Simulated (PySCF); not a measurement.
Which level of theory gave which numbers?

Z-3-amino-2-propenenitrile, C₃H₄N₂.
SMILES: `N#C/C=C\N`

The closed-shell ground state was solved 4 times with PySCF (density fitting, gas phase), always in the pcSseg-2 basis (236 functions), with these functionals: B97-2, KT3, PBE0 and wB97X-D. Geometry: PBE0-D3(BJ)/def2-TZVP; no solvent, vibrations or thermal averaging.

```
row  total energy (Eh)  HOMO (eV)  LUMO (eV)  dipole (D)
  P          -226.0213      -6.70      -0.66        5.34
  Q          -226.2056      -6.46      -0.70        5.33
  R          -229.8191      -5.63      -1.53        5.20
  S          -226.2077      -8.47       1.11        5.36
```

Task: Which functional belongs to which row?

Result: P = PBE0, Q = B97-2, R = KT3, S = wB97X-D. By rising HOMO–LUMO gap: KT3 (GGA) 4.10 eV; B97-2 (global hybrid, 21 % exact exchange) 5.76 eV; PBE0 (global hybrid, 25 % exact exchange) 6.04 eV; wB97X-D (range-separated hybrid) 9.58 eV. Total energies of different functionals aren't bounds to one another; each is stationary for its own functional.

Shape of the structure used: `[N:1]#[C:2]/[CH:3]=[CH:4]\[NH2:5]`: H–N5–C4–C3 -169°, H–N5–C4–C3 -8°.

The pairwise dispersion term of wB97X-D wasn't added to the energies; at a given geometry it leaves orbitals and properties as they are.
